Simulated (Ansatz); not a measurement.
Consider the homolysis of the B–C bond: `CBS` → `[BH]S`• + `[CH3]`•.

Program: Ansatz. Geometries: PBE0-D4/def2-TZVP. ΔE: electronic, gas phase. CCSD(T)/CBS is the MP2 limit (def2-TZVPP, def2-QZVPP) plus CCSD(T) − MP2 in def2-TZVPP, frozen cores. This one scheme is used for every species. Functionals use def2-TZVPP. B3LYP here is the variant with VWN-RPA as its local correlation; programs differ in this. HSE06 is defined as in plane-wave codes. No spin–orbit coupling; open shells (•) take unrestricted orbitals. One conformer a species, not always the lowest.

`CBS`:

Cartesian coordinates in Å:
```
C -0.232 0.838 -0.676
B -0.120 -0.459 0.180
S 1.230 -0.646 1.329
H -1.200 1.318 -0.490
H -0.239 0.576 -1.740
H 0.556 1.575 -0.507
H -0.919 -1.343 0.091
H 0.923 -1.860 1.814
```

`[BH]S`•:

Z-matrix (Å, degrees):
```
B
S 1 1.734
H 1 1.187 2 133.0
H 2 1.358 1 101.9 3 -0.2
```

`[CH3]`•:

Z-matrix (Å, degrees):
```
C
H 1 1.080
H 1 1.080 2 120.0
H 1 1.080 2 120.0 3 180.0
```

```csv
level,ΔE (eV),difference from CCSD(T)/CBS
LDA (SPW92),5.34,0.62
revPBE-D4,4.52,-0.20
BLYP-D4,4.50,-0.22
r2SCAN-D4,4.39,-0.33
B97M-V,4.69,-0.03
PBE0-D4,4.63,-0.09
B3LYP-D4,4.56,-0.16
r2SCANh-D4,4.39,-0.33
r2SCAN0-D4,4.40,-0.32
HSE06-D4,4.64,-0.08
BHLYP-D4,4.51,-0.21
ωB97X-V,4.79,0.07
ωB97M-V,4.81,0.09
B2PLYP,4.58,-0.14
PBE-QIDH,4.69,-0.03
PBE,4.60,-0.12
revPBE,4.36,-0.36
BLYP,4.38,-0.34
r2SCAN,4.38,-0.34
PBE0,4.59,-0.13
B3LYP,4.48,-0.24
r2SCANh,4.38,-0.34
r2SCAN0,4.38,-0.34
HSE06,4.59,-0.13
CAM-B3LYP,4.59,-0.13
LC-ωPBE,4.58,-0.14
RPA@PBE/def2-TZVPP,4.50,-0.22
HF/def2-SVP,3.59,-1.13
MP2/def2-SVP,4.73,0.01
CCSD/def2-SVP,4.54,-0.18
CCSD(T)/def2-SVP,4.61,-0.11
HF/def2-TZVPP,3.48,-1.24
MP2/def2-TZVPP,4.78,0.06
SCS-MP2/def2-TZVPP,4.74,0.02
HF/def2-QZVPP,3.48,-1.24
MP2/def2-QZVPP,4.83,0.11
SCS-MP2/def2-QZVPP,4.80,0.08
HF/CBS(def2),3.48,-1.24
MP2/CBS(def2),4.87,0.15
CCSD/CBS(def2),4.63,-0.09
CCSD(T)/CBS,4.72,0
```

Largest T1 diagnostic among the species: 0.018.

The D4 term adds +0.09 eV with B3LYP and +0.05 eV with PBE0; it sums over pairs of atoms, weighted by their polarisabilities, and B3LYP, whose exchange is more repulsive, gets the larger term. From BLYP to BHLYP (50 % exact exchange), in def2-TZVPP and without D4, ΔE moves by +0.07 eV. In def2-TZVPP, CCSD(T) changes the Hartree–Fock value by +1.15 eV (the triples alone add +0.09 eV) and MP2 by +1.30 eV; breaking electron pairs costs correlation energy, which Hartree–Fock lacks.
